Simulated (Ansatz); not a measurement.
A CCSD(T) single point on C₂Cl₂F₂ (`F/C(Cl)=C(/F)Cl`).

```yaml
crystal:
  periodic: [false, false, false]
  atoms:
    - {symbol: F, position_ang: [1.344015, 1.052019, 0.411552]}
    - {symbol: C, position_ang: [0.428688, 0.104453, 0.492362]}
    - {symbol: Cl, position_ang: [0.427201, -0.766467, 1.944456]}
    - {symbol: C, position_ang: [-0.414770, -0.125704, -0.507625]}
    - {symbol: F, position_ang: [-1.329936, -1.073433, -0.426915]}
    - {symbol: Cl, position_ang: [-0.413098, 0.745031, -1.959831]}
basis:
  gaussian: {orbitals: def2-TZVPP}
correlation: {method: ccsd_t}
output: {orbitals: {seedname: orbitals}}
```

```sh
$ ansatz run in.yaml --threads 4 --pin off --events-out ev --progress --plain --max-ram 10444MiB
```

Output of Ansatz, abridged:

```
Functional definition: HF
1337 factors; integrals over basis functions are off by at most 6.9e-4 eV
mean field evaluation 1: about -32479.3469 eV, gradient 3.2e1 eV
mean field evaluation 2: about -32479.7037 eV, gradient 3.2e1 eV
mean field evaluation 4: about -32481.9168 eV, gradient 4.0e0 eV
mean field evaluation 8: about -32481.9755 eV, gradient 2.6e-1 eV
mean field evaluation 16: about -32481.9760 eV, gradient 1.3e-6 eV
mean field -32481.97598124 eV, -1193.6906002365 hartree, gradient 1.3e-6 eV, S^2 0.000000; 0 other end points of the search recorded, 0 dependent functions left out; unrestricted orbitals would lower it
14 core orbitals not correlated: weight in the atoms' cores, before any rotation towards them, 1.000 or more for the frozen orbitals, at most 0.000 for the correlated occupied ones
reference -32481.97598124 eV, -1193.6906002365 hartree; 18, 18 occupied and 176, 176 virtual orbitals, 1337 factors
second order -32.04099405 eV of doubles, -0.00000000 eV of singles
cycle   1  -32.01663493 eV  change    2.4e-2 eV  update   1.2e-1
cycle   2  -32.72338800 eV  change   -7.1e-1 eV  update   3.9e-2
cycle   3  -32.90552597 eV  change   -1.8e-1 eV  update   1.8e-2
cycle   4  -32.88833439 eV  change    1.7e-2 eV  update   4.2e-3
cycle   5  -32.88579307 eV  change    2.5e-3 eV  update   1.8e-3
cycle   6  -32.88716081 eV  change   -1.4e-3 eV  update   5.0e-4
cycle   7  -32.88689823 eV  change    2.6e-4 eV  update   1.8e-4
cycle   8  -32.88678425 eV  change    1.1e-4 eV  update   5.6e-5
cycle   9  -32.88679048 eV  change   -6.2e-6 eV  update   2.0e-5
perturbative correction -1.37945029 eV, -0.0506938632 hartree
Total energy: -32516.24222201 eV, -1194.9498613584 hartree
```

Hardware: 4 threads of an Arm Neoverse V2 on a shared host. Wall time 30 s, peak host memory 2 GiB.

The correlation energy is -34.266 eV, 4.0 % of it from (T); the T1 diagnostic reads 0.0118.
